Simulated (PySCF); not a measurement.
Compound: ozone, O3.
Atom-mapped SMILES: `[O:1]=[O+:2][O-:3]`

All values: PBE0/pcSseg-1 and CAM-B3LYP/def2-SVPD (PySCF, non-relativistic), on one gas-phase PBE0-D3(BJ)/def2-SVP geometry that isn't relaxed in the solvent. The solvent is an IEF-PCM continuum (Bondi radii, 1.10 Å for H, scaled by 1.2). Only the electrostatic response of the medium enters.

Gas phase at PBE0/pcSseg-1: HOMO -9.58 eV, LUMO -4.77 eV, dipole 0.64 D.

Problem. What does the continuum do to the energy, the frontier levels and the dipole at PBE0/pcSseg-1 in benzene, chloroform and acetonitrile?

Solution. 
```tsv
solvent	ε	E(solvent) − E(gas) (kcal/mol)	polarisation term (kcal/mol)	distortion of the solute (kcal/mol)	HOMO (eV)	LUMO (eV)	dipole (D)
benzene	2.271	-0.62	-0.64	0.02	-9.54	-4.71	0.68
chloroform	4.711	-1.00	-1.05	0.05	-9.52	-4.68	0.71
acetonitrile	35.69	-1.40	-1.49	0.09	-9.51	-4.65	0.74
```

The polarisation term is half the interaction of the solute with the surface charges that it induces; the rest is the cost of distorting the solute's density. The sum is the electrostatic part of solvation alone. From benzene to acetonitrile the lowering changes by a factor 2.26, Onsager's factor (ε − 1)/(2ε + 1) by 2.09 and ε itself by 15.7.

Problem. Which Hirshfeld charges (PBE0/pcSseg-1) respond most in acetonitrile (means over atoms taken as equivalent)?

Solution. 
```tsv
atoms	environment	gas (e)	solvent (e)	change
O2	oxygen bonded to 2 O	+0.217	+0.230	+0.013
O1/O3	oxygen bonded to O	-0.109	-0.115	-0.006
```

Problem. How do the nuclear quadrupole coupling constants eQVzz/h respond in acetonitrile?

Solution. 
```csv
nucleus,Q (barn),gas (MHz),solvent (MHz),η gas,η solvent
17O at O1,-0.0256,19.75,19.58,0.53,0.53
17O at O2,-0.0256,11.00,11.10,0.47,0.47
17O at O3,-0.0256,19.75,19.58,0.53,0.53
```

Gas phase at CAM-B3LYP/def2-SVPD: HOMO -11.50 eV, LUMO -3.92 eV, dipole 0.69 D.

Problem. What does the continuum do to the energy, the frontier levels and the dipole at CAM-B3LYP/def2-SVPD in benzene and acetonitrile?

Solution. 
| solvent | ε | E(solvent) − E(gas) (kcal/mol) | polarisation term (kcal/mol) | distortion of the solute (kcal/mol) | HOMO (eV) | LUMO (eV) | dipole (D) |
| --- | --- | --- | --- | --- | --- | --- | --- |
| benzene | 2.271 | -0.63 | -0.65 | 0.02 | -11.44 | -3.85 | 0.75 |
| acetonitrile | 35.69 | -1.42 | -1.54 | 0.12 | -11.41 | -3.79 | 0.83 |

Problem. How does the static polarisability (CAM-B3LYP/def2-SVPD, frozen core, with the continuum's full static response) change?

Solution. 
```
      medium  isotropic (au)  principal values (au)  ⟨r²⟩ of the electrons (bohr²)
         gas            18.2       11.4, 13.3, 30.1                          108.1
     benzene            20.3       12.2, 14.3, 34.5                          108.2
acetonitrile            23.0       13.3, 15.8, 40.0                          108.3
```

The isotropic value in acetonitrile is 1.26 times the gas-phase one; no cavity-field correction is applied. ⟨r²⟩ is taken about the centre of nuclear charge.

On one thread, Intel Xeon 6975P-C (x86_64), on a shared host, this took 0.91 s wall and 0.29 GiB of memory at its peak. This is the whole shielding run at PBE0/pcSseg-1 in acetonitrile, SCF included.
